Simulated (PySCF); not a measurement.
**Stretching NaLi**

Set-up: basis Na def2-TZVP, Li def2-TZVP; no relativity; PySCF 2.14. Energies in eV from Na + Li in their ground configurations at the same level. State: ¹Σ⁺ (singlet), closed shell.

All columns are PBE0. A positive dipole means Na(−)Li(+).

| R (Å) | E (eV) | μ (D) | Mulliken charge on Na (basis-dependent) | HOMO (eV) | LUMO (eV) | Mayer bond order | ⟨S²⟩ |
| --- | --- | --- | --- | --- | --- | --- | --- |
| 2.516 | -0.607 | -0.29 | -0.05 | -3.83 | -1.19 | 0.99 | 0.00 |
| 2.633 | -0.679 | -0.32 | -0.04 | -3.79 | -1.23 | 1.00 | 0.00 |
| 2.750 | -0.723 | -0.35 | -0.03 | -3.75 | -1.27 | 1.00 | 0.00 |
| 2.838 | -0.740 | -0.38 | -0.02 | -3.72 | -1.30 | 1.00 | 0.00 |
| 2.926 | -0.745 | -0.40 | -0.01 | -3.69 | -1.33 | 1.00 | 0.00 |
| 3.014 | -0.740 | -0.43 | -0.01 | -3.67 | -1.36 | 1.00 | 0.00 |
| 3.131 | -0.722 | -0.46 | 0.00 | -3.63 | -1.41 | 1.00 | 0.00 |
| 3.277 | -0.683 | -0.50 | 0.00 | -3.60 | -1.47 | 1.00 | 0.00 |
| 3.453 | -0.619 | -0.55 | 0.01 | -3.55 | -1.54 | 1.00 | 0.00 |
| 3.687 | -0.517 | -0.61 | 0.01 | -3.50 | -1.64 | 1.00 | 0.00 |

A fit through these points gives, at Re = 2.927 Å, μ = -0.40 D and dμ/dR = -0.283 D/Å; the reduced mass is 5.376 u.

Task: How strong is the fundamental in the double-harmonic approximation, I = 42.26·(dμ/dR)²/μred km/mol?

Result: I = 42.26·(-0.283)²/5.376 = 0.630 km/mol at PBE0.

Closed-shell solutions of metal pairs were not tested for spin polarisation, which can lower them a little.
